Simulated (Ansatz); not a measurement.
A made-up structure of C₂H₅S (charge -1), singlet:

C1  (-1.022, 0.930, -0.692)
S2  (0.554, 0.237, -0.850)
C3  (0.773, -0.784, 0.656)
H4  (-1.745, 0.573, -1.427)
H5  (-1.025, 2.012, -0.555)
H6  (-1.069, 1.207, 0.330)
H7  (1.764, -1.258, 0.615)
H8  (-0.002, -1.555, 0.703)
(Å)

It is relaxed with PBE-D4/def2-SVPD and then PBE0-D4/def2-TZVPD (Ansatz 0.2.0). Atoms count as bonded within 1.22 times the sum of their covalent radii (H–H: 0.88 Å). The end point is not checked to be a true minimum.

(1) Does its bonding change? (A judgement: the text doesn't fix the answer.)

Results:

(1) Computed: No: no bond forms or breaks.

Where it ends: The first stage lowers the energy by 1.99 eV in 18 steps. It ends as C₂H₅S ([CH2][S][CH3]), total charge -1:
```
8
angstrom
C -0.9441 1.1463 -0.5611
S 0.6091 0.1991 -0.7824
C 0.5560 -1.0301 0.4317
H -1.8084 0.4880 -0.6931
H -0.9729 1.9494 -1.3114
H -0.9815 1.5795 0.4433
H 1.3105 -0.9243 1.2124
H 0.4610 -2.0443 0.0411
```

Labels in which every atom is bracketed show which atoms are joined, not bond orders.

For scale, one of the runs: PBE0-D4/def2-TZVPD relaxation, 165 basis functions, launched by `ansatz run in.yaml --threads 2 --pin off --events-out ev --progress --plain --max-ram 4352MiB`. Hardware: 2 CPU threads of an Arm Neoverse V1, shared host. Wall time about 31 s.
